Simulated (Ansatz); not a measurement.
fcc Al was calculated with PBEsol-D3(BJ) (Ansatz, a program for electronic structure, plane waves, PAW).

The input as run:

Ansatz 0.2 input:
```yaml
crystal:
  lattice:
    - [0.0, 1.9536473325, 1.9536473325]
    - [1.9536473325, 0.0, 1.9536473325]
    - [1.9536473325, 1.9536473325, 0.0]
  atoms:
    - { symbol: Al, position: [0.0, 0.0, 0.0] }
basis:
  ecutwfc: 520
  ecutrho_ratio: 4
  xc_grid: 2
kpoints:
  mp_grid: { grid: [24, 24, 24] }
hamiltonian:
  xc: pbesol
  dispersion: d3bj
  pseudopotentials: { kind: paw }
scf:
  occupations: { method: fermi_dirac, width: 0.05 }
  convergence: { dr2_threshold: 0.0000000001 }
output:
  forces: false
  stress: true
  eigenvalues: true
```

Excerpt of the program's output:

```
Crystal: 1 atoms, lattice volume = 14.913 Å³
Basis set: ecut = 520 eV, 411 PW (Γ), exchange–correlation on 48×48×48 points (8 copies of the dense FFT grid, shifted against one another)
Bands: 6, of which v1, the nominal top of the filled ones, is band 2 counted from 1 (1 counted from 0)
Symmetry: 48 space group operations
Space group: Fm-3m (ITA 225), of the structure as read, at distance tolerance 2.5e-5 Å
k-points: 413 of 13824
Functional: x = pbesol(κ = 0.804, μ = 0.12345679012345678), c = pbesol(β = 0.046)
SCF iter   1: F=—  HF=-524.872237 eV  |F-HF|=—  |Δ(HF+E_count)|=         —  Δρ=9.42e-4  dr2=7.78e-5
SCF iter   2: F=—  HF=-524.872228 eV  |F-HF|=—  |Δ(HF+E_count)|=   9.18e-6  Δρ=4.58e-4  dr2=1.71e-5
  ...
SCF iter   5: F=-524.872229 eV  HF=-524.872229 eV  |F-HF|=6.82e-13  |Δ(HF+E_count)|=  2.15e-10  Δρ=9.14e-8  dr2=4.01e-13
SCF iter   6: F=-524.872229 eV  HF=-524.872229 eV  |F-HF|=2.27e-13  |Δ(HF+E_count)|=  1.02e-12  Δρ=6.12e-9  dr2=2.93e-15
SCF 1 converged in 6 iterations: F = -524.872229 eV  dr2 = 2.93e-15
SCF converged after 6 iterations
Free energy (F): -524.872229 eV
Internal energy: -524.869197 eV  (E = F + TS)
E sigma→0 (E₀):  -524.870713 eV
Fermi energy:    8.993193 eV
--- Stress (GPa, compression-positive) ---
        4.083013      -0.000000       0.000000
       -0.000000       4.083013       0.000000
        0.000000      -0.000000       4.083013
  P = ⅓ Tr σ = 4.0830 GPa (40.830 kbar)
```

The cell is one volume of an energy–volume scan, off the minimum.

The PAW data were made under PBE.
